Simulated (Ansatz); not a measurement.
Cubic BN, treated with r²SCAN (Ansatz, a program for electronic structure, PAW).

The same calculation (at the measured cell, 5.910 Å³/atom) with different numerical settings:

```
run    k mesh  electronic dielectric constant ε∞  static dielectric constant  zone-centre TO phonon frequency (cm⁻¹)  rough time
---  --------  ---------------------------------  --------------------------  --------------------------------------  ----------
1       4×4×4                              4.251                       6.754                                  1041.5    8 core-s
2       6×6×6                              4.419                       6.920                                  1037.3   10 core-s
3       8×8×8                              4.452                       6.954                                  1036.9   20 core-s
4    12×12×12                              4.460                       6.961                                  1036.9   40 core-s
5    16×16×16                              4.460                       6.961                                  1036.9   70 core-s
6    20×20×20                              4.460                       6.961                                  1036.9  2 core-min
```

In the column high-frequency dielectric constant the first row differs from the last by -0.209 and the next to last by 0.000.

The last row is no converged limit: other settings stay fixed.
